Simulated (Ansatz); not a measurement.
Relaxation of H7SSi2 (10 atoms, charge 1, multiplicity 1), to a largest force component of 0.015 eV/Å in at most 40 steps.

All numbers below come from Ansatz, RKS r2SCAN-D4/6-31G*.

```xyz
10
Properties=species:S:1:pos:R:3:forces:R:3
Si -1.533 1.069 -0.612 0.43 -0.87 0.28
S -0.392 -0.909 -0.291 -0.25 -0.22 -0.64
Si -1.572 -2.583 0.769 0.28 0.97 -0.33
H -2.429 0.646 -1.674 -0.36 0.01 -0.27
H -0.442 1.962 -0.983 0.22 0.24 -0.10
H -2.070 1.233 0.728 -0.39 0.33 0.32
H 0.382 -0.535 0.720 0.40 0.18 0.49
H -2.158 -1.845 1.882 -0.25 -0.04 0.38
H -2.473 -2.935 -0.315 -0.31 -0.26 -0.23
H -0.469 -3.478 1.077 0.23 -0.35 0.11
```

**Question.** Where does it end, and by what steps?

**Answer.** The forces met the threshold. The force dipped under the threshold on the way, but the program's further checks kept it going. Limits of this set-up: the dipole of an ion depends on the origin. After 7 steps the energy has fallen by 0.135 eV; H4 moved furthest, 0.18 Å.

| step | energy less start (eV) | largest force component (eV/Å) | accepted |
| --- | --- | --- | --- |
| 0 | 0.0000 | 0.972 | yes |
| 1 | -0.0472 | 0.884 | yes |
| 2 | -0.1254 | 0.149 | yes |
| 3 | -0.1289 | 0.035 | yes |
| 4 | -0.1307 | 0.032 | yes |
| 5 | -0.1344 | 0.008 | yes |
| 6 | -0.1349 | 0.017 | yes |
| 7 | -0.1349 | 0.012 | yes |

```xyz
10
Properties=species:S:1:pos:R:3
Si -1.522 0.943 -0.560
S -0.243 -0.915 -0.314
Si -1.555 -2.451 0.717
H -2.458 0.486 -1.603
H -0.530 1.947 -0.984
H -2.136 1.178 0.762
H 0.527 -0.533 0.730
H -2.175 -1.745 1.856
H -2.481 -2.784 -0.381
H -0.583 -3.500 1.076
```

Whether the end is a true minimum wasn't checked by a vibrational analysis.

Run time: 36 s on 1 thread of Arm Neoverse V2, on a shared host, peak memory 0.13 GiB.
